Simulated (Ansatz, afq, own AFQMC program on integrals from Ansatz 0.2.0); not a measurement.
**GeNH$_{4}$, doublet in 6-31G, levels against AFQMC with the constraint released**

```json
{"atom": "Ge", "x (Å)": "0.0000", "y (Å)": "0.0081", "z (Å)": "0.2300"}
{"atom": "N", "x (Å)": "0.0000", "y (Å)": "-0.1024", "z (Å)": "-1.2318"}
{"atom": "H", "x (Å)": "0.0000", "y (Å)": "1.4580", "z (Å)": "0.7554"}
{"atom": "H", "x (Å)": "1.2578", "y (Å)": "-0.7278", "z (Å)": "0.7174"}
{"atom": "H", "x (Å)": "-1.2578", "y (Å)": "-0.7278", "z (Å)": "0.7174"}
{"atom": "H", "x (Å)": "0.0000", "y (Å)": "0.8334", "z (Å)": "-1.6501"}
```

Connectivity, by distances: GeH3–NH.

Basis 6-31G. Noble-gas cores (and the filled d shells of Ga–Kr and In–Xe) are frozen. Integrals, coupled cluster, full CI and functionals: Ansatz 0.2.0; the random walks run on the same integrals in our own AFQMC program. The CISD trial takes its coefficients from CCSD amplitudes. Released means that phaseless walkers are propagated on without the constraint, phases kept. Free projection: walkers drawn from exp(T), propagated without any constraint. Its projection time is finite, and what remains of the start isn't in its error. Uncertainties: one standard error, sampling alone. No spin–orbit coupling.

Determinant: UHF, the one that the program's search chose, which needn't be the lowest solution. The geometry is a point of a scan.

No full CI on the walks' own integrals is used here. The released AFQMC energy serves as the reference, which it does only where one determinant dominates, the energy is flat over the last release times and near the phaseless one (40 meV or 2 meV an electron, half that with transition metals). On small molecules, where full CI could be run and the noise was under 10 meV, such values lay within 10 meV of it in 19 cases of 20, a flattering rate, since the rule was set on those same cases; what remains of the bias isn't in the error bar.

Cautions: no relativity below Rb; no spin-orbit coupling; inner d shell frozen; the released value is read at 2.40 1/Eh with a noise of 12 meV, more than in the cases checked (meV from the phaseless value at times in 1/Eh: 1 ± 8 at 0.24, 0 ± 8 at 0.51, -13 ± 10 at 0.99, 10 ± 7 at 1.62, 13 ± 12 at 2.40).

- T1 diagnostic: 0.0217
- weight of the determinant in the CISD state: 0.904
- ⟨S²⟩ of the determinant: 0.765
- size of the correlated space: 13 electrons in 31 orbitals

| level | correlation energy (eV) |
| --- | --- |
| MP2 | -3.7999 |
| CCSD | -4.5968 |
| CCSD(T) | -4.6788 |

Problem. Estimate where phaseless AFQMC with a CISD trial lies against CCSD(T) on the same integrals.

Solution. 0.52 ± 0.19 kcal/mol below CCSD(T).

Reference: AFQMC with the constraint released, correlation energy -4.689 ± 0.012 eV.

```json
{"level": "CCSD(T)", "E − E(reference) (kcal/mol)": "0.22 ± 0.27", "share of correlation (%)": "99.79"}
{"level": "ph-AFQMC/HF", "E − E(reference) (kcal/mol)": "0.38 ± 0.84", "share of correlation (%)": "99.65"}
{"level": "ph-AFQMC/CISD", "E − E(reference) (kcal/mol)": "-0.29 ± 0.33", "share of correlation (%)": "100.27"}
{"level": "free AFQMC", "E − E(reference) (kcal/mol)": "0.09 ± 0.38", "share of correlation (%)": "99.91"}
```

Free projections are given only where their last times agree within the noise and don't stop above the reference; a slow remainder of the start can still hide under it. A walk keeps the symmetry of its determinant, which the program's search chose and which needn't be the lowest solution, so a lower state of the same spin and another symmetry isn't excluded. Released energies are given only where the last usable release times agree within the noise; a slower fall can still hide under it.
